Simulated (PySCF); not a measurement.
# Electron affinity of P by level of theory

P⁻ [Ne] 3s2 3p4 (3P) → P [Ne] 3s2 3p3 (4S), as a difference of total energies. Computed with PySCF 2.14 in aug-cc-pV(T+d)Z with one added diffuse shell each of s, p, d, f type (7s6p5d3f, 71 functions), with no relativity, point nucleus. Correlated levels: valence: [Ne] frozen. The calculations carry no spin-orbit coupling.

```tsv
method	electron affinity (eV)
UHF	-0.316
MP2 (valence)	0.480
SCS-MP2 (valence)	0.551
CCSD (valence)	0.553
CCSD(T) (valence)	0.623
```

A first-order spin-orbit estimate (lowest level to lowest level, LS coupling) adds 0.012 eV.

Errors of the correlated levels include the incompleteness of this basis and the frozen core.

A negative affinity means that the anion lies above the atom at that level of theory.

For comparison: 0.747 eV (measured; photodetachment measurements, as compiled on the Wikipedia data page of electron affinities).
